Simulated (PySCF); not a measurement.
# TDDFT excited states: C4H4FN

Compound: C4H4FN.
SMILES: `F/C=C\[C@H]1C=N1`

The calculation used TDDFT B3LYP/def2-SVPD, vertical, gas phase, core orbitals frozen in the response (PySCF 2.14.0, density-fitted response routines). Isolated species at its PBE0-D3(BJ)/def2-SVP geometry (one conformer only). Torsions of this conformer, `[F:1]/[CH:2]=[CH:3]\[C@H:4]1[CH:5]=[N:6]1`: C2–C3–C4–C5 153°.

| state | E (eV) | ν̃ (cm⁻¹) | f | main configurations (H = HOMO, L = LUMO) |
| --- | --- | --- | --- | --- |
| S1 | 4.44 | 35830 | 0.019 | H→L (91%) |
| S2 | 6.32 | 50980 | 0.121 | H-2→L (49%), H→L+1 (42%), H→L+2 (8%) |
| S3 | 6.41 | 51670 | 0.030 | H→L+2 (71%), H-2→L (18%) |
| S4 | 6.57 | 53000 | 0.356 | H→L+1 (43%), H-2→L (20%), H→L+2 (16%) |
| S5 | 6.75 | 54430 | 0.017 | H-1→L (75%) |
| S6 | 6.99 | 56350 | 0.012 | H→L+4 (60%), H→L+3 (37%) |
| S7 | 7.08 | 57080 | 0.040 | H→L+3 (51%), H→L+4 (38%) |
| S8 | 7.47 | 60280 | 0.0053 | H-1→L+1 (74%), H-3→L (10%) |
| S9 | 7.77 | 62650 | 0.0011 | H-3→L (63%), H-4→L (18%), H-1→L+1 (10%) |
| S10 | 7.83 | 63140 | 0.0078 | H→L+5 (74%), H-2→L+1 (18%) |

Triplets (Tamm–Dancoff): T1 3.72 eV, H→L (85%), H→L+1 (8%); T2 4.41 eV, H→L+1 (73%), H-2→L (16%); T3 4.71 eV, H-1→L (85%); T4 5.91 eV, H-2→L (72%), H→L+1 (12%).

The lowest singlet comes at 279 nm (429 kJ/mol) in the ultraviolet; it is weak; its leading configuration is HOMO→LUMO (91%). The strongest level in the table is S4 at 6.57 eV (189 nm, f = 0.356). Löwdin shares by element: HOMO carbon 57% or more, nitrogen 17% (atoms not listed hold the other 26%); LUMO carbon 43% or more, nitrogen 33%, hydrogen 7% or more (atoms not listed hold the other 16%). The oscillator strengths of these states sum to 0.610; summed over the whole spectrum of an exact calculation they would give the number of electrons, 44 (Thomas–Reiche–Kuhn). The listed states span 3.39 eV, and the widest gap between neighbours is 1.88 eV (S1 to S2). Weighted by f, the mean energy of these states is 6.52 eV. All these states lie below the vertical ionisation energy of 9.13 eV (ΔSCF). The window holds the lowest 10 singlets.
